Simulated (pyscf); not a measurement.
CH₄ + F–InH₂ -> H₃C–InH₂ + HF, a four-centre exchange (singlet surface; C–H, F–In broken, C–In, F–H formed). Single points on ωB97X-D3(BJ)/def2-SVP structures (PySCF, gas phase). Correlated levels are frozen-core, on RHF or UHF. ΔMP2 is the change of the MP2 total energy from the triple- to the quadruple-zeta basis. Energies in kcal/mol from the separated reactants.

Small-basis levels: PySCF, no dispersion term, spherical d functions. 

Question: Quick B3LYP/LANL2DZ single points give ΔE‡ = 36.7 kcal/mol and ΔE = +42.4 kcal/mol. What does CCSD(T)/def2-TZVPP + ΔMP2(QZVPP) give, and how far is the quick result from it?

Answer: CCSD(T)/def2-TZVPP + ΔMP2(QZVPP) gives ΔE‡ = 29.4 kcal/mol and ΔE = +24.1 kcal/mol. B3LYP/LANL2DZ lies 7.4 kcal/mol over it in the barrier and 18.3 kcal/mol over it in the reaction energy, so on this step it does not hold to within 3.0 kcal/mol. At B3LYP/LANL2DZ this geometry lies under one side, so its ΔE‡ may be no barrier of that level. CCSD(T)/def2-TZVPP + ΔMP2(QZVPP) has limits of its own. On the reactant side the descent ends in a complex, 4.3 kcal/mol under the separated species and 33.0 kcal/mol under the saddle at ωB97X-D3(BJ)/def2-TZVP. On the product side the descent ends in an adduct with a F–In contact, 6.8 kcal/mol under the separated species and 9.3 kcal/mol under the saddle at ωB97X-D3(BJ)/def2-TZVP. What is counted as broken (F–In) persists as a longer contact in the product adduct; parting that adduct is a step of its own. One saddle was located; it need not be the lowest between these sides. The CCSD(T) − MP2 part came from Ansatz, without density fitting, on the same reference. The frozen core leaves the outer d or s,p core shells of the metals and heavy elements correlated in the MP2 and CC values, and def2-TZVPP describes them poorly, which can shift differences by a few kcal/mol. In the def2 sets elements past Kr carry core potentials, without spin-orbit coupling.
